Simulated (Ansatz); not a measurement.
# Chromium, bcc under PBE: from relaxation to bulk modulus

The plan for chromium in the bcc structure: relax it, solve it on a dense k-mesh, switch on spin-orbit coupling, then scale the cell to 7 volumes from 88 to 112 % of the relaxed one and try a fit of the equation of state. The start is antiferromagnetic (CsCl-type). The k-meshes are 11×11×11 for the relaxation; 18×18×18 for the dense run; 11×11×11 for spin-orbit coupling; 18×18×18 for the volumes. It starts from a deposited cell (COD).

Method: DFT PBE, plane waves (420 eV) with PAW, scalar-relativistic, in Ansatz 0.2.0.

### 1 The system as given

Symmetry: Im-3m, No. 229, cubic system. The conventional cell has a = 2.884 Å, b = 2.884 Å, c = 2.884 Å, α = 90.00°, β = 90.00°, γ = 90.00°. Cr (site symmetry m-3m) has 8 Cr at 2.50 Å as nearest neighbours.

Coordinates:

```cif
data_structure
_symmetry_space_group_name_H-M 'P 1'
_symmetry_Int_Tables_number 1
_cell_length_a 2.8839
_cell_length_b 2.8839
_cell_length_c 2.8839
_cell_angle_alpha 90.000
_cell_angle_beta 90.000
_cell_angle_gamma 90.000
_cell_volume 23.99
loop_
_atom_site_label
_atom_site_type_symbol
_atom_site_fract_x
_atom_site_fract_y
_atom_site_fract_z
_atom_site_occupancy
Cr1 Cr 0.00000 0.00000 0.00000 1
Cr2 Cr 0.50000 0.50000 0.50000 1
```

Starting moments (μB): +1.5, -1.5.

### 2 Relaxing cell and atoms

Input file input.yaml:

```yaml
crystal:
  lattice:
    - [2.8839, 0.0, 0.0]
    - [0.0, 2.8839, 0.0]
    - [0.0, 0.0, 2.8839]
  atoms:
    - { symbol: Cr, position: [0.0, 0.0, 0.0], spin: 1.5 }
    - { symbol: Cr, position: [0.5, 0.5, 0.5], spin: -1.5 }
hamiltonian:
  xc: pbe
  pseudopotentials:
    kind: paw
    azcp:
      Cr: "pseudopotentials/Cr.paw.azcp"
basis:
  ecutwfc: 420
  fft_grid_basis: typed
kpoints:
  mp_grid: { grid: [11, 11, 11], shift: [0, 0, 0] }
magnetization:
  spin_polarized: true
scf:
  occupations: { method: fermi_dirac, width: 0.05 }
relax:
  max_steps: 60
  f_tol: 0.01
  cell: {}
```

The runs that follow: Single point on a dense mesh; A two-component run at the same geometry; At 88 % of the relaxed volume; At 92 % of the relaxed volume; At 96 % of the relaxed volume; At 100 % of the relaxed volume; At 104 % of the relaxed volume; At 108 % of the relaxed volume; At 112 % of the relaxed volume.

Q: Predict the outcome of this session. Wanted: space group; conventional cell; volume; shortest distance; gap on the mesh; magnetic state; magnetic state with spin-orbit coupling.

The runs gave:

```
                               quantity                                      value
         space group (spins left aside)                            Im-3m (No. 229)
                      conventional cell                                a = 2.865 Å
                                 volume                             11.762 Å³/atom
                      shortest distance                                    2.481 Å
            against the measured volume                    -1.9 % (11.993 Å³/atom)
                        gap on the mesh               none (levels filled in part)
                         magnetic state  antiferromagnetic, up to 1.01 μB per atom
magnetic state with spin-orbit coupling  antiferromagnetic, up to 0.91 μB per atom
```

What this shows: Against experiment, PBE misses the volume by -1.9 %. Part of the miss is zero-point motion and any thermal expansion in the deposited cell. The final state is antiferromagnetic (largest moment 1.01 μB). No gap shows: it is a metal or semimetal at this level. The largest spin moment is 0.91 μB in the spin-orbit run and 1.01 μB without; mesh and site projection of the two kinds of run can differ, so the change can't be laid on spin-orbit coupling. The total energy of the spin-orbit run lies -0.12 eV/atom from the scalar one, but the two kinds of run don't share a zero of energy: only differences within one kind count. Real chromium orders in an incommensurate spin-density wave, which a small cell only mimics.
